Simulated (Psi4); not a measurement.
Reaction (SMILES): C (CH4) → [CH3-] + H+
B3LYP-D3(BJ)/def2-TZVP geometries, fixed; electronic energies without zero-point terms.

The deprotonation energy at MP2 with Psi4, in kcal/mol, split into its Hartree-Fock and correlation parts. Density fitting with the program's default auxiliary sets. Cores are frozen. No added dispersion term, no relativity. Functions are those of the species that has most.

```tsv
basis	X	functions	Hartree-Fock	MP2
aug-cc-pVDZ	2	59	432.07	421.87
aug-cc-pVTZ	3	138	433.86	423.75
aug-cc-pVQZ	4	264	433.99	423.80
```

Worked estimate of the basis-set limit from each neighbouring pair, with Hartree-Fock from the larger set and the correlation part extrapolated as X^-3.
Correlation parts: X = 2: -10.20, X = 3: -10.11, X = 4: -10.19.
- (2,3): (27·(-10.11) - 8·(-10.20))/19 = -10.07; with Hartree-Fock 433.86 the estimate is 423.79 kcal/mol.
- (3,4): (64·(-10.19) - 27·(-10.11))/37 = -10.25; with Hartree-Fock 433.99 the estimate is 423.74 kcal/mol.
The last two estimates differ by 0.05 kcal/mol; the largest set lies 0.06 from the last. Over the last step Hartree-Fock moves by 0.13 and the correlation part by -0.08.
